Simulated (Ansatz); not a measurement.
Start from AlP in the zinc blende structure (space group F-43m, No. 216; a = 5.471 Å).

All numbers come from PBEsol in Ansatz (plane waves to 420 eV, PAW, spin-orbit coupling left out).

Modification: In takes the place of Al on all its sites, then cell and atoms are relaxed.

Measured band gap: AlP 2.54 eV (static lattice; corrected from measurement; as listed in Wei Chen et al., Physical Review Materials (2018)); InP 1.47 eV (static lattice; corrected from measurement; as listed in Wei Chen et al., Physical Review Materials (2018)).

Measured lattice parameter a: AlP 5.451 Å (static lattice; corrected from measurement; as listed in Daniel Mejia-Rodriguez, S. B. Trickey, Phys. Rev. B (2018)); InP 5.858 Å (static lattice; corrected from measurement; as listed in Daniel Mejia-Rodriguez, S. B. Trickey, Phys. Rev. B (2018)).

Question: How well does PBEsol reproduce the measured shift?

Answer: With PBEsol the band gap moves by -0.88 eV (1.45 → 0.57) against -1.07 eV measured; the lattice parameter a moves by +0.408 Å (5.471 → 5.878) against +0.407 Å measured.

Stability against distortions was not tested.

Ansatz is a quantum-chemistry and plane-wave program.
